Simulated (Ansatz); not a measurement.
```yaml
crystal:
  periodic: [false, false, false]
  atoms:
    - {symbol: Ru, position_ang: [-0.234214, -0.000356, -0.000550]}
    - {symbol: C, position_ang: [1.606919, 0.002440, 0.003776]}
    - {symbol: H, position_ang: [2.167223, 0.955183, 0.002346]}
    - {symbol: H, position_ang: [2.170100, -0.948598, 0.007846]}
basis:
  gaussian: {orbitals: def2-TZVP}
total_charge: 1
magnetization: {spin_polarized: true, initial_magnetization: 1}
hamiltonian: {xc: pbe0}
relax: {f_tol: 0.004, max_steps: 80}
```

```sh
$ ansatz run in.yaml --threads 1 --pin off --events-out ev --progress --plain --max-ram 2176MiB
```

Steps of the relaxation (energy above the last step; positions in Å, forces in eV/Å):

```
4
step 1, 50.4 meV
Ru   -0.234    0.000   -0.001    1.453    0.002    0.003
C     1.607    0.002    0.004   -1.252   -0.002   -0.003
H     2.167    0.955    0.002   -0.100   -0.272    0.001
H     2.170   -0.949    0.008   -0.101    0.271   -0.001
```

```
4
step 2, 7.6 meV
Ru   -0.206    0.000    0.000    0.613    0.001    0.001
C     1.597    0.002    0.004   -0.601   -0.001   -0.001
H     2.158    0.947    0.002   -0.006   -0.030    0.000
H     2.161   -0.940    0.008   -0.006    0.030    0.000
```

```
4
step 3, 0.1 meV
Ru   -0.187    0.000    0.000   -0.055    0.000    0.000
C     1.590    0.002    0.004    0.029    0.000    0.000
H     2.152    0.946    0.002    0.013    0.032    0.000
H     2.155   -0.939    0.008    0.013   -0.032    0.000
```

```
4
step 5, 0.0 meV
Ru   -0.188    0.000    0.000    0.000    0.000    0.000
C     1.590    0.002    0.004   -0.001    0.000    0.000
H     2.153    0.947    0.002    0.001    0.000    0.000
H     2.156   -0.940    0.008    0.001    0.000    0.000
```

Close pairs at the end: C2–H3 1.099 Å, C2–H4 1.099 Å, Ru1–C2 1.778 Å.

A stationary point of unrestricted PBE0 after 5 steps, with ⟨S²⟩ = 1.017 against 0.75 for a pure state; no frequencies were run, so it isn't proven a minimum. 63 s on 1 thread of Intel Xeon 6975P-C, shared host.
